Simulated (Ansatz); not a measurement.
Correlation energies of `CSCN` by basis set

```xyz
11

C     1.146    1.130   -0.387
S    -0.575    1.284    0.105
C    -1.120   -0.443   -0.126
N    -0.571   -1.446    0.740
H     1.698    0.462    0.277
H     1.232    0.783   -1.419
H     1.592    2.123   -0.315
H    -0.930   -0.723   -1.164
H    -2.203   -0.396    0.007
H     0.416   -1.585    0.570
H    -0.685   -1.189    1.712
```

The species carries charge 0 and has multiplicity 1. The geometry is a stationary point of PBE0-D4/def2-TZVP. It is one conformer, not always the lowest. Frozen core, restricted reference, Ansatz. CBS rows extrapolate triple and quadruple zeta; past MP2 they add the triple-zeta difference.

```tsv
basis	HF (Eh)	MP2 corr.	CCSD corr.	(T)	CCSD(T) total
def2-SVP	-531.55180	-0.59454	-0.64672	?	?
def2-TZVPP	-531.84730	-0.74862	-0.79371	-0.03302	-532.67403
def2-QZVPP	-531.86541	?	–	–	–
CBS(def2)	?	?	-0.88748	as TZ	?
```

Q: Fill in the withheld values. (Estimate.)

A: Ansatz gave: def2-SVP (T): -0.01870; def2-SVP CCSD(T) total: -532.21722; def2-QZVPP MP2 corr.: -0.80249; CBS(def2) HF (Eh): -531.86791; CBS(def2) MP2 corr.: -0.84239; CBS(def2) CCSD(T) total: -532.78841.
